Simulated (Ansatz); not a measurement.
hcp Co was calculated with r²SCAN (Ansatz, a program for electronic structure, plane waves, PAW).

Numerical settings: plane-wave cutoff 500 eV, 4×4×3 k mesh (along the axes of the cell as run), Fermi–Dirac smearing 0.1 eV, cell of 96 sites, scalar-relativistic PAW data made under PBE.

Estimate the vacancy formation energy and vacancy formation energy before relaxation that the calculation returns.


- vacancy formation energy: 1.80 eV
- vacancy formation energy before relaxation: 1.91 eV

Note: energies are extrapolated to zero smearing, and mesh and cell size move such values by some hundredths of an eV or more.

Static lattice: no zero-point or thermal effects.
